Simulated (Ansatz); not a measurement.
Results of PBEsol (PAW; Ansatz, a program for electronic structure) for 1T (CdI2-type) ZrSe2.

Settings: plane-wave cutoff 520 eV, 24×24×12 k mesh (along the axes of the cell as run), scalar-relativistic PAW data made under PBE.

Computed at the level's own relaxed cell.

```xyz
3
Lattice="3.7292 0.0000 0.0000 -1.8646 3.2296 0.0000 0.0000 0.0000 6.1381" Properties=species:S:1:pos:R:3 pbc="T T T"
Zr     0.0000     0.0000     0.0000
Se     0.0000     2.1531     1.5875
Se     1.8646     1.0765     4.5507
```

**Question.** Give the elastic tensor (Voigt notation, GPa, ions relaxed, in the Cartesian axes of the cell as printed).

**Answer.** 
```
  109.5    22.5     4.3    -2.2     0.0     0.0
   22.5   109.5     4.3     2.2     0.0     0.0
    4.3     4.3    29.9     0.0     0.0     0.0
   -2.2     2.2     0.0    10.0     0.0     0.0
    0.0     0.0     0.0     0.0    10.0    -2.2
    0.0     0.0     0.0     0.0    -2.2    43.5
```

Note: the cell comes from a level without a dispersion term, which matters for the spacing of layers, chains or molecules; the cell has widely spaced layers and the level no dispersion term, so their spacing and the moduli can rest on weak binding.

Computed values are for the static lattice.
